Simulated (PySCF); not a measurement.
# SiH3O (SMILES [O][SiH3]) at UPBE/STO-3G

What is the energy change on altering one bond length of SiH3O at UPBE/STO-3G? Input form: a Python script.

Program for the calculation: PySCF 2.14.0.

15 further runs of the same task are left out: 6 that didn't finish, 9 set aside as unsound or not needed.

### 1 The system as given

The species is SiH3O (5 atoms), meant as a doublet with charge 0. As SMILES, `[O][SiH3]`. Geometry: relaxed at GFN2-xTB.

Bond lengths: O1–Si2 1.530 Å, Si2–H3 1.490 Å, Si2–H4 1.494 Å, Si2–H5 1.496 Å. Angles: O1–Si2–H3 115.3°, O1–Si2–H4 114.5°, O1–Si2–H5 114.3°, H3–Si2–H4 104.6°, H3–Si2–H5 104.2°, H4–Si2–H5 102.6°.

### 2 The energy at UPBE/STO-3G

run.py

```python
from pyscf import gto, dft

system = gto.M(
    atom='''
O     -1.416610     0.267850     0.690210
Si    -0.065850     0.007840     0.019870
H     -0.120650    -0.242400    -1.447490
H      0.685890    -1.159260     0.572930
H      0.917210     1.125960     0.164480
''',
    verbose=4,
    max_memory=1860,
    basis='sto-3g',
    spin=1,
)

mf = dft.UKS(system, xc='pbe')
mf.grids.level = 5
mf.conv_tol = 1e-10
mf.kernel()
if not mf.converged:
    mf = mf.newton().run(mf.mo_coeff, mf.mo_occ)

e_final = mf.e_tot
print('E = %.10f Eh' % e_final)
```

Run with:

```bash
$ OMP_NUM_THREADS=1 python run.py
```

The log of the run:

```text
PySCF version 2.14.0

[INPUT] num. atoms = 5
[INPUT] num. electrons = 25
[INPUT] charge = 0
[INPUT] spin (= nelec alpha-beta = 2S) = 1
[INPUT] symmetry False subgroup None
[INPUT] Mole.unit = angstrom
[INPUT] Symbol           X                Y                Z      unit          X                Y                Z       unit  Magmom
[INPUT]  1 O     -1.416610000000   0.267850000000   0.690210000000 AA   -2.677004925320   0.506163142465   1.304307868436 Bohr   0.0
[INPUT]  2 Si    -0.065850000000   0.007840000000   0.019870000000 AA   -0.124438465303   0.014815452817   0.037548858095 Bohr   0.0
[INPUT]  3 H     -0.120650000000  -0.242400000000  -1.447490000000 AA   -0.227995456929  -0.458069612595  -2.735359668047 Bohr   0.0
[INPUT]  4 H      0.685890000000  -1.159260000000   0.572930000000 AA    1.296144251578  -2.190683907163   1.082680788547 Bohr   0.0
[INPUT]  5 H      0.917210000000   1.125960000000   0.164480000000 AA    1.733275698712   2.127756027215   0.310822152968 Bohr   0.0

nuclear repulsion = 59.280886767724
number of shells = 11
number of NR pGTOs = 51
number of NR cGTOs = 17
basis = sto-3g
ecp = {}

******** <class 'pyscf.dft.uks.UKS'> ********
method = UKS
initial guess = minao
damping factor = 0
level_shift factor = 0
DIIS = <class 'pyscf.scf.diis.CDIIS'>
diis_start_cycle = 1
diis_space = 8
diis_damp = 0
SCF conv_tol = 1e-10
SCF conv_tol_grad = None
SCF max_cycles = 50
direct_scf = True
direct_scf_tol = 1e-13
number electrons alpha = 13  beta = 12
XC library pyscf.dft.libxc version 7.0.0
    S. Lehtola, C. Steigemann, M. J.T. Oliveira, and M. A.L. Marques.,  SoftwareX 7, 1–5 (2018)
XC functionals = pbe
[... 19 lines left out ...]
WARN: HOMO -0.292277187936273 >= LUMO -0.292277187936272
[... 74 lines left out ...]
converged SCF energy = -361.757667162819  <S^2> = 0.7520255  2S+1 = 2.0020245
E = -361.7576671628 Eh
```

Run time: 6.3 s. Hardware: 1 thread of Arm Neoverse V1, shared host; peak memory 0.2 GiB.

### 3 The distorted shape at the same level

job.py

```python
from pyscf import gto, dft

mol = gto.M(
    atom='''
O   -1.613224   0.044224   0.661288
Si  -0.262464  -0.215786  -0.009052
H   -0.317264  -0.466026  -1.476412
H    0.489276  -1.382886   0.544008
H    0.917210   1.125960   0.164480
''',
    max_memory=1860,
    verbose=4,
    basis='sto-3g',
    spin=1,
)

myscf = dft.UKS(mol, xc='pbe')
myscf.grids.level = 5
myscf.conv_tol = 1e-10
myscf.kernel()
if not myscf.converged:
    myscf = myscf.newton().run(myscf.mo_coeff, myscf.mo_occ)

e_tot = myscf.e_tot
print('E = %.10f Eh' % e_tot)
```

Run with:

```bash
$ OMP_NUM_THREADS=1 python job.py
```

The log of the run:

```text
PySCF version 2.14.0

[INPUT] num. atoms = 5
[INPUT] num. electrons = 25
[INPUT] charge = 0
[INPUT] spin (= nelec alpha-beta = 2S) = 1
[INPUT] symmetry False subgroup None
[INPUT] Mole.unit = angstrom
[INPUT] Symbol           X                Y                Z      unit          X                Y                Z       unit  Magmom
[INPUT]  1 O     -1.613224000000   0.044224000000   0.661288000000 AA   -3.048551537575   0.083571248133   1.249653209461 Bohr   0.0
[INPUT]  2 Si    -0.262464000000  -0.215786000000  -0.009052000000 AA   -0.495985077558  -0.407776441515  -0.017105800880 Bohr   0.0
[INPUT]  3 H     -0.317264000000  -0.466026000000  -1.476412000000 AA   -0.599542069184  -0.880661506927  -2.790014327021 Bohr   0.0
[INPUT]  4 H      0.489276000000  -1.382886000000   0.544008000000 AA    0.924597639323  -2.613275801495   1.028026129572 Bohr   0.0
[INPUT]  5 H      0.917210000000   1.125960000000   0.164480000000 AA    1.733275698712   2.127756027215   0.310822152968 Bohr   0.0

nuclear repulsion = 58.2614189257033
number of shells = 11
number of NR pGTOs = 51
number of NR cGTOs = 17
basis = sto-3g
ecp = {}

******** <class 'pyscf.dft.uks.UKS'> ********
method = UKS
initial guess = minao
damping factor = 0
level_shift factor = 0
DIIS = <class 'pyscf.scf.diis.CDIIS'>
diis_start_cycle = 1
diis_space = 8
diis_damp = 0
SCF conv_tol = 1e-10
SCF conv_tol_grad = None
SCF max_cycles = 50
direct_scf = True
direct_scf_tol = 1e-13
number electrons alpha = 13  beta = 12
XC library pyscf.dft.libxc version 7.0.0
    S. Lehtola, C. Steigemann, M. J.T. Oliveira, and M. A.L. Marques.,  SoftwareX 7, 1–5 (2018)
XC functionals = pbe
[... 92 lines left out ...]
converged SCF energy = -361.729053086122  <S^2> = 0.7525108  2S+1 = 2.0025092
E = -361.7290530861 Eh
```

It took 6 s on 1 thread of Arm Neoverse V1, shared host; peak memory 0.19 GiB.

### 4 Outcome

At UPBE/STO-3G:

| quantity | value |
| --- | --- |
| first shape: total energy | -361.75767 Eh |
| first shape: dipole moment | 0.64 D |
| first shape: HOMO energy (highest over α and β) | -2.63 eV |
| first shape: LUMO energy (lowest over α and β) | -2.23 eV |
| first shape: ⟨S²⟩ | 0.752 |
| distorted shape: total energy | -361.72905 Eh |
| distorted shape: dipole moment | 0.84 D |
| distorted shape: HOMO energy (highest over α and β) | -2.74 eV |
| distorted shape: LUMO energy (lowest over α and β) | -2.50 eV |
| distorted shape: ⟨S²⟩ | 0.753 |
| energy change with the Si2–H5 bond stretched from 1.496 to 1.795 Å | 0.779 eV |

With the Si2–H5 bond stretched from 1.496 to 1.795 Å the energy rises by 0.78 eV (18.0 kcal/mol). The first shape isn't relaxed at this level, so the change isn't measured from a minimum. The minimal basis adds a large error of its own. Mulliken charges (first shape) run from -0.28 on O1 to +0.62 on Si2.
